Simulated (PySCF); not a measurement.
# C3H3N2: the cost of one run

Computed with PySCF 2.14.0, with density-fitted response routines of our own, on a single molecule in the gas phase. Atoms are numbered from 0 throughout.

## (1) Starting geometry

8 atoms, charge -1, multiplicity 1; geometry from: GFN2-xTB. The atoms were then displaced at random by about 0.03 Å, so the start is not that level's minimum.

Bonds of the start (Å): C0–C1 1.42, C1–N2 1.31, N2–N3 1.50, N3–C4 1.28, C4–C0 1.29, C0–H5 1.17, C1–H6 1.04, C4–H7 1.14.

## (2) Optimising the geometry at PBE0-D3(BJ)/def2-SVP

The job: settings as JSON, then the geometry in Å.

```
{"job": {"xc": "PBE0", "basis": "def2-SVP", "d3": "d3bj", "grid": 1, "shake": 0.03, "kind": "geom"}, "charge": -1, "multiplicity": 1}
C      0.107770     0.632420    -0.308680
C     -1.103920    -0.036500     0.015330
N     -0.804850    -1.210430     0.515210
N      0.694320    -1.274110     0.543020
C      1.072750    -0.167720     0.011940
H      0.093090     1.711200    -0.769710
H     -2.100880     0.251920    -0.083840
H      2.198060     0.026390    -0.056110
```

Started as:

```
$ OMP_NUM_THREADS=1 python probes_run.py task.json out
```

One launch serves the whole session: the jobs run in the order shown.

**Question.** How long does this first job take on 1 thread of Arm Neoverse N1, shared host, and how much memory does it need?

About 28 s, with a peak of 0.34 GiB.
